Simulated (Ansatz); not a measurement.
## How methods differ on C2F2 (SMILES FC#CF)

C2F2, singlet, SMILES `FC#CF`. Each level relaxes the structure for itself.

Each level gives the highest harmonic wavenumber at each level's own minimum (cm⁻¹). The values are calculated.

| level | kind | program | value (cm⁻¹) |
| --- | --- | --- | --- |
| HF/STO-3G | Hartree–Fock | Ansatz | 3021 |
| HF/3-21G | Hartree–Fock | Ansatz | 2813 |
| HF/6-31G* (Cartesian functions) | Hartree–Fock | Ansatz | 2801 |
| HF/6-31G** (Cartesian functions) | Hartree–Fock | Ansatz | 2801 |
| HF/cc-pVTZ | Hartree–Fock | Ansatz | 2770 |
| PBE/def2-SVP | GGA | Ansatz | 2487 |
| BLYP/cc-pVTZ | GGA | Ansatz | 2459 |
| PBE0-D4/def2-TZVP | global hybrid | Ansatz | 2580 |
| B3LYP/6-31G* (Cartesian functions) | global hybrid | Ansatz | 2576 |
| wB97X-V/def2-TZVP | range-separated hybrid | Ansatz | 2584 |

Harmonic and unscaled. The values span 2459 to 3021 cm⁻¹.
